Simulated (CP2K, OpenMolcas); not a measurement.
**A ladder of methods for AlH (SMILES [AlH])**

AlH: 2 atoms, total charge 0, spin state singlet. As SMILES, `[AlH]`. Geometry: a GFN2-xTB relaxation, a rough one for these elements and not checked as a minimum.

```xyz
2

Al    8.0000    8.0000    7.9933
H     8.0000    8.0000    9.6067
```

Quantity: the dipole moment, in D. The values are calculated.

| level | kind | program | value (D) |
| --- | --- | --- | --- |
| AM1 | semi-empirical | CP2K | 0.57 |
| PM3 | semi-empirical | CP2K | 3.27 |
| HF/pcseg-0 | Hartree–Fock | OpenMolcas | 0.26 |
| UHF/pcseg-0 | Hartree–Fock | OpenMolcas | 0.26 |
| SVWN5/pcseg-0 | LDA | OpenMolcas | 0.24 |
| PBE/pcseg-0 | GGA | OpenMolcas | 0.24 |
| r2SCAN/pcseg-0 | meta-GGA | OpenMolcas | 0.29 |
| M06-2X/pcseg-0 | hybrid meta-GGA | OpenMolcas | 0.09 |

The values span 0.09 to 3.27 D. All rows use very small basis sets, so even the best lies far from the true value. Magnitudes only: a small dipole may point the other way at some levels.
